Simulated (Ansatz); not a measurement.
Ansatz (a quantum-chemistry and plane-wave program) input file for O₃, SMILES [O+](=O)[O-] (connectivity only; charge and spin as stated), charge -1, multiplicity 2, PBE/def2-TZVPD. Geometry: PBE-D3(BJ)/def2-TZVPD. The isomer is the one that the SMILES or the coordinates give; other isomers of the formula were not compared.

Ansatz 0.2 input:
```yaml
crystal:
  periodic: [false, false, false]
  atoms:
    - {symbol: O, position_ang: [0.00000000, 1.15498731, 0.24252266]}
    - {symbol: O, position_ang: [0.00000000, -0.00000000, -0.48504533]}
    - {symbol: O, position_ang: [0.00000000, -1.15498730, 0.24252267]}
basis:
  gaussian:
    orbitals: def2-TZVPD
hamiltonian:
  xc: {name: PBE}
total_charge: -1
magnetization: {spin_polarized: true, initial_magnetization: 1}
```

It prints:

```
WARN ansatz: RAYON_NUM_THREADS=1 ignored (pool sized by the plan → 1); use --threads N
Functional definition: PBE
integrals: 0.03 GiB planned
552 factors; their error is unknown
mean field: 0.34 GiB planned
mean field evaluation 1: about -6127.5235 eV, gradient 4.2e1 eV
mean field evaluation 2: about -6094.1936 eV, gradient 1.1e2 eV
mean field evaluation 4: about -6133.3273 eV, gradient 1.0e1 eV
mean field evaluation 8: about -6133.6620 eV, gradient 4.3e-2 eV
mean field evaluation 16: about -6133.6556 eV, gradient 3.9e-5 eV
mean field -6133.65561833 eV, -225.4076864323 hartree, gradient 3.9e-5 eV, S^2 0.752278; 0 other end points of the search recorded, 0 dependent functions left out
reference -6133.65565540 eV, -225.4076877947 hartree; 13, 12 occupied and 107, 108 virtual orbitals, 552 factors
Total energy: -6133.65565540 eV, -225.4076877947 hartree
```

The run converged.
